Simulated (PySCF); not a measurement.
# NMR problem set

- shielding tensors at PBE0/pcSseg-1 (GIAO)
- coordinates at the GFN2-xTB level
- couplings computed with B3LYP/pcJ-1
- run in PySCF
- no solvent model, equivalent nuclei averaged, relativity neglected, a single conformation

Referencing at the same level of theory: $^{1}$H (31.72 ppm) and $^{13}$C (186.93 ppm) against TMS. Multiplet labels drop J under 1 Hz and among equivalent protons, and merge close values. Unscaled 3J(H,H) run several per cent high. Splittings of carbon signals by F and P are missing where no couplings were computed. Where no couplings were computed, multiplicities follow the n + 1 count of equivalent neighbours, and m marks all less simple cases (inequivalent or close neighbours, rings, F or P nearby). Vicinal couplings that depend on rotamer populations or ring flexing (ring, CH–CH, X–H and H–F types) are those of the one conformer. Acid and N–H amide carbonyl carbons lie up to 10 ppm further downfield in solution (hydrogen bonding). Shifts are as computed. Against solution values, carbons near 30 ppm lie about +3 ppm off and those near 130 ppm about +5 ppm. Of 1211 compounds with measured shifts, 218 miss one by over three times the rms of a fit or turn the order of signals round; such compounds aren't used in these exercises. Groups on amide-type nitrogens are kept apart (slow C–N rotation). OH and NH positions are gas-phase values without hydrogen bonding to other molecules.

**Question.** CH₃NO. $^{1}$H NMR (600 MHz, computed): δ 8.11 (m, 1H), 4.65 (br, 1H), 4.59 (br, 1H). $^{13}$C{$^{1}$H} NMR (computed): δ 159.7. Give a structure.

**Answer.** formamide (NC=O). Rings plus π bonds: 1 (no ring in the answer). Carbon types of the structure: 1 × CH, leaving 2 H on heteroatoms. δC 159.7: amide carbonyl carbon; lone-pair donation from the attached heteroatom keeps it upfield of a ketone carbonyl. δH 8.11: hydrogen on an amide carbonyl carbon. δH 4.65, 4.59: hydrogen on an amide-type nitrogen; exchangeable, gas-phase position.

**Question.** C₇H₁₃PSi. $^{1}$H NMR (400 MHz, computed): δ 6.56 (m, 2H), 6.19 (m, 2H), 3.74 (d, 3H), 3.10 (m, 1H), 1.67 (m, 2H), 1.30 (m, 3H). $^{13}$C{$^{1}$H} NMR (computed): δ 137.4 (CH), 132.7 (CH), 34.0 (CH), 28.6 (CH2), 12.8 (CH3). Give a structure.

**Answer.** SMILES CCP1C=CC([SiH3])C=C1. 5 carbon signals for 7 carbons: some carbons are equivalent by symmetry or fast rotation. Carbon types of the structure: 5 × CH, 1 × CH2, 1 × CH3, leaving 3 H on heteroatoms. δC 137.4, 132.7: alkene CH; the olefinic region. δC 12.8: methyl carbon; a saturated carbon with 1 carbon neighbour and no heteroatom attached. δH 6.56, 6.19: hydrogen on an alkene CH; olefinic region. δH 3.10: hydrogen on an allylic sp3 CH bonded to Si; allylic position.

The shifts were computed for this structure.
